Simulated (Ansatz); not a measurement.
# BCl2+ (SMILES Cl[B+]Cl): functionals against CCSD(T) at one geometry

The task here is to estimate one member of a computed series from the others.

Computed with Ansatz 0.2.0, Gaussian basis. Level: single points in def2-TZVPP.

Correlated methods freeze the cores.

**The system as given**

SMILES `Cl[B+]Cl`, 3 atoms, charge 1, spin multiplicity 1.

Atoms are counted from 1 here; the program's logs count them from 0.

Bond lengths: Cl1–B2 1.514 Å, B2–Cl3 1.643 Å. Angles: Cl1–B2–Cl3 179.1°.

Coordinates:

```
Cl   -1.2221    0.7747   -0.5803
B    -0.0414    0.0174   -0.0093
Cl    1.2513   -0.7816    0.6150
```

The first run:

File run/in.yaml:

```yaml
crystal:
  periodic: [false, false, false]
  atoms:
    - {symbol: Cl, position_ang: [-1.222100, 0.774700, -0.580300]}
    - {symbol: B, position_ang: [-0.041400, 0.017400, -0.009300]}
    - {symbol: Cl, position_ang: [1.251300, -0.781600, 0.615000]}
basis:
  gaussian: {orbitals: def2-TZVPP}
total_charge: 1
correlation: {method: ccsd_t}
output: {forces: true}
```

The command line of these runs was not kept.

Among the steps run: CCSD(T)/def2-TZVPP; PBE0-D4/def2-TZVPP; wB97M-V/def2-TZVPP; r2SCAN-D4/def2-TZVPP; PBE-D4/def2-TZVPP; BLYP-D4/def2-TZVPP; r2SCAN0-D4/def2-TZVPP.

One table of the session follows, with a row left open; its other results are not shown here.

| method | RMS force component (eV/Å) | angle to CCSD(T) forces (°) |
| --- | --- | --- |
| CCSD(T) | 2.664 | reference |
| PBE0-D4 | 2.556 | 3.3 |
| wB97M-V | 2.557 | 2.2 |
| r2SCAN-D4 | 2.586 | 2.7 |
| PBE-D4 | 2.623 | 0.2 |
| BLYP-D4 | ? | ? |
| r2SCAN0-D4 | 2.540 | 4.9 |

Estimate the missing values for BLYP-D4.

As computed: RMS force component (eV/Å): 2.625; angle to CCSD(T) forces (°): 1.9. In the column «RMS force component (eV/Å)» it lies between PBE-D4 (2.623) and CCSD(T) (2.664).
